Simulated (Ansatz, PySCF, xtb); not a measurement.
Bond stretch in CH₃Cl, SMILES ClC. The C1–H5 bond (C1 also carries Cl, H, H; H5 carries nothing else) is varied alone, starting from the PBE0/def2-TZVP optimised geometry.

Levels: GFN1-xTB (xtb); RMP2/6-31G* = PySCF with restricted MP2 (frozen core)/6-31G*, spherical d; UKS-BHandHLYP = unrestricted BHandHLYP/cc-pVDZ (PySCF 2.14.0); RKS-PBE = restricted PBE/cc-pVDZ (Ansatz, a program for electronic structure); UMP2/3-21G = PySCF 2.14.0 with unrestricted MP2 (frozen core)/3-21G.

Energies are in kcal/mol, each relative to the lowest point of its own curve near equilibrium.

| R / Å | GFN1-xTB | RMP2/6-31G* | UKS-BHandHLYP | RKS-PBE | UMP2/3-21G |
|---|---|---|---|---|---|
| 0.88 | 26.4 | 27.6 | 27.8 | 30.3 | 27.4 |
| 0.92 | 15.5 | 16.5 | 16.6 | 18.7 | 16.3 |
| 0.99 | 4.4 | 4.9 | 4.9 | 6.2 | 4.8 |
| 1.01 | 2.7 | 3.0 | 3.0 | 4.0 | 2.9 |
| 1.06 | 0.3 | 0.4 | 0.4 | 0.8 | 0.3 |
| 1.09 | 0.0 | 0.0 | 0.0 | 0.0 | 0.0 |
| 1.12 | 0.4 | 0.4 | 0.4 | 0.0 | 0.4 |
| 1.16 | 1.7 | 1.8 | 1.8 | 0.9 | 1.8 |
| 1.20 | 3.9 | 4.1 | 4.2 | 2.7 | 4.1 |
| 1.25 | 7.4 | 8.0 | 8.0 | 5.9 | 7.8 |
| 1.36 | 17.4 | 18.7 | 18.8 | 15.1 | 18.2 |
| 1.48 | 30.2 | 32.2 | 32.5 | 26.9 | 31.2 |
| 1.61 | 44.5 | 47.1 | 47.7 | 40.2 | 45.8 |
| 1.79 | 63.4 | 66.7 | 67.9 | 57.4 | 73.3 |
| 1.97 | 80.3 | 83.9 | 84.3 | 72.6 | 87.8 |
| 2.19 | 97.5 | 101.6 | 96.0 | 88.2 | 96.3 |
| 2.39 | 110.0 | 114.4 | 101.7 | 99.7 | 99.9 |
| 2.66 | 122.3 | 127.1 | 105.7 | 111.8 | 102.2 |
| 2.95 | 131.2 | 135.3 | 107.7 | 121.3 | 103.1 |
| 3.26 | — | 138.8 | 108.6 | 128.6 | 103.5 |
| 3.85 | — | 133.4 | 109.3 | 136.8 | 103.8 |

At the longest distance, 3.85 Å, RKS-PBE lies highest above its minimum (136.8 kcal/mol) and UMP2/3-21G lowest (103.8 kcal/mol).

The RMP2/6-31G* curve passes through a maximum at 3.26 Å and then falls by 5.4 kcal/mol up to the last usable point.

A dash means that the run gave no value there, or that the column was ended at a point which the program doubted or which failed a test of continuity chosen for this set; such a test can also cut sound points.

The restricted form behind RMP2/6-31G*, RKS-PBE keeps the bonding electrons paired and can't separate into open-shell fragments. The unrestricted determinant behind UKS-BHandHLYP is spin-contaminated at 1.97 to 3.85 Å (<S²> up to 1.0, against 0.00 for a pure singlet). The unrestricted determinant behind UMP2/3-21G is spin-contaminated at 1.79 to 3.85 Å (<S²> up to 1.0, against 0.00 for a pure singlet).
